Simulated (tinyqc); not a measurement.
Pariser-Parr-Pople SCF with singles CI, for the molecule C1=CN=C1 (SMILES; centres numbered as the heavy atoms are written), step by step. Computed by tinyqc, a small Python program that keeps every step. Settings: charge = 0, gamma = Ohno, start = huckel, damping = 0.5, iteration cap = 66, excitations kept = 6. Command: `OMP_NUM_THREADS=1 python tinyqc.py 31119 31120 out.jsonl` (the two numbers bound the seeds that draw the settings). One thread of a shared host (Intel(R) Xeon(R) Processor @ 2.60GHz), about 0.01 s of CPU time with the checks. Later iterations appear only in the table of the cycle.

## PPP integrals

Centres (angstrom, eV; a flat drawing with bonds scaled to 1.40 angstrom):
```
centre          x          y  core charge z          W   gamma_rr
1C       0.990000   0.000000              1  11.160000  11.130000
2C       0.000000   0.990000              1  11.160000  11.130000
3N      -0.990000   0.000000              1  14.100000  12.300000
4C       0.000000  -0.990000              1  11.160000  11.130000
```

Resonance integrals (eV):
```
i  j       beta
1  2  -2.390000
2  3  -2.510000
3  4  -2.510000
4  1  -2.390000
```

Ohno: gamma = 14.399645/sqrt(R^2 + a^2), a = 2 x 14.399645/(gamma_rr + gamma_ss); H_rr = -W_r - sum_(s != r) z_s gamma_rs; H_rs = beta for bonds.

repulsion gamma_rs (eV), lower triangle:
```
           1C         2C         3N         4C
1C  11.130000
2C   7.553654  11.130000
3N   6.178773   7.728974  12.300000
4C   7.553654   6.088094   7.728974  11.130000
```

core matrix H (eV), lower triangle:
```
            1C          2C          3N          4C
1C  -32.446081
2C   -2.390000  -32.530722
3N    0.000000   -2.510000  -35.736721
4C   -2.390000    0.000000   -2.510000  -32.530722
```

## Starting guess

pi electrons, sum of z_r less the charge = 4

Orbitals of the Hueckel matrix of the beta values.

P at the start, lower triangle:
```
           1C        2C        3N        4C
1C   1.516343
2C   0.577437  0.507753
3N  -0.491657  0.426558  1.468152
4C   0.397781  0.492247  0.597625  0.507753
```

## Iteration 1: Fock matrix

F_rr = H_rr + P_rr gamma_rr / 2 + sum_(s != r) P_ss gamma_rs; F_rs = H_rs - P_rs gamma_rs / 2; E = tr P (H + F) / 2 + core repulsion sum_(r<s) z_r z_s gamma_rs.

F (eV), lower triangle:
```
           1C         2C         3N         4C
1C  -7.265481
2C  -4.570880  -3.812596
3N   1.518919  -4.158427  -9.489635
4C  -3.892349  -1.498424  -4.819514  -3.812596
```

pi energy = -54.156663 eV

## Iteration 1: orbitals and new P

Diagonalise F (the basis is taken as orthonormal) and form P = 2 sum c c over the lowest orbitals; 0.5 of the old P is kept.

orbital energies (eV): -15.033924  -9.786388  -2.255377  2.695381

P after iteration 1, lower triangle:
```
           1C        2C        3N        4C
1C   1.494313
2C   0.598474  0.495307
3N  -0.469691  0.403600  1.530844
4C   0.418377  0.471892  0.573752  0.479536
```

## Iteration 2: Fock matrix

As before.

F (eV), lower triangle:
```
           1C         2C         3N         4C
1C  -7.307866
2C  -4.650332  -3.735500
3N   1.451058  -4.069708  -9.554475
4C  -3.970138  -1.436460  -4.727257  -3.727251
```

pi energy = -54.253890 eV

## Iteration 2: orbitals and new P

As before.

orbital energies (eV): -14.987783  -9.820329  -2.236613  2.719633

P after iteration 2, lower triangle:
```
           1C        2C        3N        4C
1C   1.480444
2C   0.611502  0.486006
3N  -0.454398  0.387692  1.571905
4C   0.432491  0.458375  0.557632  0.461645
```

## Iteration 3: Fock matrix

As before.

F (eV), lower triangle:
```
           1C         2C         3N         4C
1C  -7.336739
2C  -4.699539  -3.683584
3N   1.403811  -4.008231  -9.597809
4C  -4.023442  -1.395316  -4.664962  -3.670842
```

pi energy = -54.317653 eV

## Iteration 3: orbitals and new P

As before.

orbital energies (eV): -14.958958  -9.840346  -2.224229  2.734558

P after iteration 3, lower triangle:
```
           1C        2C        3N        4C
1C   1.471688
2C   0.619490  0.479098
3N  -0.443755  0.376697  1.598926
4C   0.442288  0.449388  0.546616  0.450287
```

## Convergence

Stop when output and input P, before any damping, agree to 1e-7.

Course of the cycle:
```
iteration        E (eV)  largest |P(out) - P(in)|
1          -54.15666323                  1.25e-01
2          -54.25388991                  8.21e-02
3          -54.31765344                  5.40e-02
4          -54.35641841                  3.58e-02
5          -54.37896137                  2.38e-02
6          -54.39169881                  1.60e-02
7          -54.39875545                  1.08e-02
8          -54.40261194                  7.33e-03
9          -54.40470101                  5.02e-03
10         -54.40582812                  3.48e-03
11         -54.40643745                  2.43e-03
...                 ...                       ...
56         -54.40789446                  8.88e-04
57         -54.40790627                  8.81e-04
58         -54.40791789                  8.74e-04
59         -54.40792931                  8.67e-04
60         -54.40794055                  8.59e-04
61         -54.40795160                  8.52e-04
62         -54.40796248                  8.45e-04
63         -54.40797317                  8.38e-04
64         -54.40798369                  8.32e-04
65         -54.40799404                  8.25e-04
66         -54.40800422                  8.18e-04
```

Not converged within 66 iterations: the residual falls steadily but slowly, by a factor of about 0.99 a step. Reruns (cap 100 unless said): damping 0: not converged; the original settings with a cap of 400: not converged.
